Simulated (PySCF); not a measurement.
**Computed and reference excited states of cyanoformaldehyde (`N#CC=O`)**

Published values to compare with (the computed states carry no symmetry labels, so the two lists aren't matched line by line):

```csv
state,E (eV),f,kind of transition,source
1A''(n→π*),3.26,,0-0 transition,[1]
3A''(n→π*),3.44,,vertical absorption,[2]
1A''(n→π*),3.81,0.001,vertical absorption,[2]
1A''(n→π*),3.82,,vertical absorption,[3]
3A'(π→π*),5.01,,vertical absorption,[2]
1A''(π→π*),6.43,,vertical absorption,[3]
1A''(π→π*),6.46,0.000,vertical absorption,[2]
```

[1] measured, gas; Loos, Lipparini, Boggio-Pasqua, Scemama, Jacquemin (2019), arXiv:1912.04173, literature columns
[2] computed, theoretical best estimate (aug-cc-pVTZ, frozen core, CC3 geometry), gas; Veril, Scemama, Caffarel, Lipparini, Boggio-Pasqua, Jacquemin, Loos, WIREs Comput. Mol. Sci. 2021, 11, e1517 (QUESTDB)
[3] computed, theoretical best estimate (aug-cc-pVTZ), revised with CC4, gas; Loos, Lipparini, Matthews, Blondel, Jacquemin, revising reference values with EOM-CC4 (2022), arXiv:2204.11658

Compound: cyanoformaldehyde, C₂HNO.
InChI=1S/C2HNO/c3-1-2-4/h2H

Computed with TDDFT CAM-B3LYP/def2-SVPD, vertical, gas phase, core orbitals frozen in the response in PySCF. Geometry: PBE0-D3(BJ)/def2-SVP; no solvent, vibrations or thermal averaging.

Computed singlets: 3.85 eV (f 0.001); 5.85 eV (f 0.000); 6.69 eV (f 0.100); 7.36 eV (f 0.011); 7.83 eV (f 0.001); 7.96 eV (f 0.000); 8.72 eV (f 0.030); 9.04 eV (f 0.002); 9.37 eV (f 0.295); 9.66 eV (f 0.013). Computed triplets (Tamm–Dancoff): 3.21, 4.69, 5.45, 6.27 eV.

**Question.** How does the lowest computed singlet compare with the best estimate listed for the lowest singlet (vertical absorption)?

**Answer.** 3.85 eV against 3.81 eV for 1A''(n→π*) [2]: a difference of +0.04 eV. Geometry and basis of the two calculations needn't be the same.

**Question.** How does the lowest computed triplet compare with the best estimate listed for the lowest triplet (vertical absorption)?

**Answer.** 3.21 eV against 3.44 eV for 3A''(n→π*) [2]: a difference of -0.23 eV. Geometry and basis of the two calculations needn't be the same.

Note on [3]: revises the 2021 QUESTDB value.

Adiabatic (Te) and 0-0 energies refer to the relaxed excited state and aren't the vertical quantity computed here.

The vertical ionisation energy (ΔSCF) is 12.01 eV, 2.34 eV above S10.
